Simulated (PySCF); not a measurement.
BF3, SMILES FB(F)F. Geometry: PBE-D3(BJ)/def2-TZVP. The isomer is the one that the SMILES or the coordinates give; other isomers of the formula were not compared.

All values below come from PBE-D3(BJ)/def2-TZVP run with PySCF.

Harmonic wavenumbers (cm⁻¹): 457, 457, 663, 859, 1421, 1421. Rotational constants (GHz): 10.10, 10.10, 5.048; symmetry number 6.

Task: Work out the zero-point energy and the ideal-gas rigid-rotor harmonic-oscillator thermochemistry at 298.15 K and 1 atm.

Result: ZPE = ½ Σ hcν = ½ × 5278 cm⁻¹ = 31.57 kJ/mol. H − E(el) = 43.38 kJ/mol. Entropy in J/(mol K): translation 161.33, rotation 85.31, vibration 8.79, total 255.43. G − E(el) = -32.78 kJ/mol. Cp = 51.45 J/(mol K).
